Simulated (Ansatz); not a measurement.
A structure relaxed at PBE0-D4/def2-TZVP, charge 0, multiplicity 1:

| atom | x (Å) | y (Å) | z (Å) |
| --- | --- | --- | --- |
| C1 | 0.454 | -1.918 | -0.162 |
| C2 | 0.583 | -0.595 | -0.133 |
| F3 | 1.523 | 0.001 | -0.878 |
| N4 | -0.098 | 0.318 | 0.629 |
| C5 | -0.544 | 1.559 | 0.024 |
| H6 | -0.338 | -2.403 | 0.389 |
| H7 | 1.162 | -2.520 | -0.712 |
| H8 | -0.789 | -0.127 | 1.212 |
| H9 | -0.955 | 2.200 | 0.803 |
| H10 | -1.306 | 1.412 | -0.753 |
| H11 | 0.306 | 2.074 | -0.420 |

(1) Give its formula and SMILES.

(2) Summarise the bond lengths by kind.

## Answers

(1) C3H6FN, `C=C(F)NC`.

(2) 1 × C–C 1.329 Å; 5 × C–H 1.079 to 1.098 Å; 1 × C–F 1.340 Å; 2 × C–N 1.370 to 1.451 Å; 1 × H–N 1.008 Å.

Results of the Gaussian-basis code of Ansatz.
